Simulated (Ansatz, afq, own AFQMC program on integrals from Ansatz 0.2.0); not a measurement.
CH2Ge, triplet in cc-pVDZ, levels against CCSDT(Q)

```yaml
atoms:
  - { symbol: Ge, position_ang: [0.0000, 0.0000, 0.3308] }
  - { symbol: C, position_ang: [0.0000, 0.0000, -1.6265] }
  - { symbol: H, position_ang: [0.0000, 0.9089, -2.2295] }
  - { symbol: H, position_ang: [0.0000, -0.9089, -2.2295] }
```

Connectivity, by distances: Ge–CH2.

Basis cc-pVDZ. Noble-gas cores (and the filled d shells of Ga–Kr and In–Xe) are frozen. Ansatz 0.2.0 and our own AFQMC program on the same integrals; the CISD trial comes from CCSD amplitudes, and released means the phaseless constraint is let go. Free AFQMC starts from the CCSD state and is never constrained. Its projection time is finite, and what remains of the start isn't in its error. Error bars are statistical, one sigma. No spin–orbit coupling.

Determinant: UHF, the one that the program's search chose, which needn't be the lowest solution. The geometry is a point of a scan.

No full CI on the walks' own integrals is used here; CCSDT(Q) serves as the reference and is uncertain by about the last step of the cluster series.

Cautions: no relativity below Rb; no spin-orbit coupling; inner d shell frozen; lower spins were not checked.

```
T1 diagnostic                               : 0.0183
weight of the determinant in the CISD state : 0.887
⟨S²⟩ of the determinant                     : 2.024
size of the correlated space                : 10 electrons in 36 orbitals
```

```csv
level,correlation energy (eV)
MP2,-4.6826
CCSD,-5.5872
CCSD(T),-5.7375
```

(1) Estimate where phaseless AFQMC with a CISD trial lies against CCSD(T) on the same integrals.

(1) 1.0 ± 1.0 kJ/mol below CCSD(T). The gap is under twice the noise, so this walk alone can't tell the two apart.

Reference: CCSDT(Q), correlation energy -5.773 eV. The released energy is read at 2.40 1/Eh (meV from the phaseless value at times in 1/Eh: -12 ± 13 at 0.24, -10 ± 9 at 0.51, -20 ± 9 at 0.99, -20 ± 13 at 1.62, -24 ± 17 at 2.40).

```csv
level,E − E(reference) (kJ/mol),share of correlation (%)
CCSD(T),3.4,99.39
CCSDT,0.9,99.84
ph-AFQMC/HF,-2.2 ± 5.7,100.39
ph-AFQMC/CISD,2.4 ± 1.0,99.56
released AFQMC,0.1 ± 1.7,99.99
free AFQMC,1.4 ± 0.9,99.76
```

Free projections are given only where their last times agree within the noise and don't stop above the reference; a slow remainder of the start can still hide under it. A walk keeps the symmetry of its determinant, which the program's search chose and which needn't be the lowest solution, so a lower state of the same spin and another symmetry isn't excluded. Released energies are given only where the last usable release times agree within the noise; a slower fall can still hide under it.
